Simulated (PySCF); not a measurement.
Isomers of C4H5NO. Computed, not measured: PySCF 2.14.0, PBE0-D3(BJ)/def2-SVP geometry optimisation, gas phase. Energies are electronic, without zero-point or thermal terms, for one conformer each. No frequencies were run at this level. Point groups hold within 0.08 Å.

Question: Rank from lowest to highest electronic energy at this level (kJ/mol).
A. `[O:1]=[C:2]=[N:3][CH:4]1[CH2:5][CH2:6]1` with C2–N3–C4–C5 -34°
B. `[N:1]#[C:2][CH2:3][C@@H:4]1[CH2:5][O:6]1` with C2–C3–C4–C5 -96°
C. 4-methyloxazole, `Cc1cocn1`
D. `[CH3:1][C:2](=[O:3])[CH2:4][C:5]#[N:6]` with C1–C2–C4–C5 -25°
E. `[CH:1]#[C:2][C:3](=[O:4])[NH:5][CH3:6]` with C2–C3–N5–C6 180°
F. `CC1=NOC=C1` (3-methylisoxazole)
G. 2-methyloxazole (`Cc1ncco1`)

Answer: G (0.0), C (12.0), D (45.9), A (51.5), F (109.6), B (156.4), E (157.9).

As drawn, the lowest has an aromatic ring, which the highest lacks; the highest has a C=O bond, a C≡C bond and an N–H bond, which the lowest lacks. Neighbours under 10 kJ/mol apart (CC(=O)CC#N and O=C=NC1CC1; N#CC[C@@H]1CO1 and C#CC(=O)NC) can change places with a better method, another conformer or zero-point energy.

```json
{"SMILES": "Cc1ncco1", "E (Eh)": "-284.87140", "E rel (kJ/mol)": "0.0", "dipole (D)": "1.39", "point group": "near Cs", "A, B, C (MHz)": "9213, 3745, 2708"}
{"SMILES": "Cc1cocn1", "E (Eh)": "-284.86682", "E rel (kJ/mol)": "12.0", "dipole (D)": "1.40", "point group": "near Cs", "A, B, C (MHz)": "9360, 3543, 2613"}
{"SMILES": "CC(=O)CC#N", "E (Eh)": "-284.85393", "E rel (kJ/mol)": "45.9", "dipole (D)": "1.60", "point group": "C1", "A, B, C (MHz)": "8004, 2353, 1897"}
{"SMILES": "O=C=NC1CC1", "E (Eh)": "-284.85177", "E rel (kJ/mol)": "51.5", "dipole (D)": "3.01", "point group": "Cs", "A, B, C (MHz)": "11423, 2015, 1982"}
{"SMILES": "Cc1ccon1", "E (Eh)": "-284.82967", "E rel (kJ/mol)": "109.6", "dipole (D)": "2.91", "point group": "Cs", "A, B, C (MHz)": "9249, 3555, 2610"}
{"SMILES": "N#CC[C@@H]1CO1", "E (Eh)": "-284.81182", "E rel (kJ/mol)": "156.4", "dipole (D)": "2.15", "point group": "C1", "A, B, C (MHz)": "12407, 1972, 1828"}
{"SMILES": "C#CC(=O)NC", "E (Eh)": "-284.81125", "E rel (kJ/mol)": "157.9", "dipole (D)": "3.89", "point group": "near Cs", "A, B, C (MHz)": "9123, 2342, 1886"}
```

Question: How do the relative energies change in single points at PBE0/pcSseg-1 (no added dispersion term) on the same geometries?

Answer: 
```csv
SMILES,PBE0-D3(BJ)/def2-SVP (kJ/mol),PBE0/pcSseg-1 (kJ/mol),shift
Cc1ncco1,0.0,0.0,0.0
Cc1cocn1,12.0,12.0,0.0
CC(=O)CC#N,45.9,29.8,-16.1
O=C=NC1CC1,51.5,51.0,-0.5
Cc1ccon1,109.6,105.8,-3.8
N#CC[C@@H]1CO1,156.4,140.3,-16.1
C#CC(=O)NC,157.9,145.6,-12.3
```

Each column counts from its own lowest isomer. The order is unchanged; the largest shift is 16.1 kJ/mol.

Question: As an exercise, what shares would exp(−E/RT) give at 1000 K from these electronic energies alone (no entropy, no degeneracies)?

Answer: RT = 8.314 kJ/mol: Cc1ncco1 80.6 %, Cc1cocn1 19.0 %, CC(=O)CC#N 0.3 %, O=C=NC1CC1 0.2 %, Cc1ccon1 under 0.1 %, N#CC[C@@H]1CO1 under 0.1 %, C#CC(=O)NC under 0.1 %.
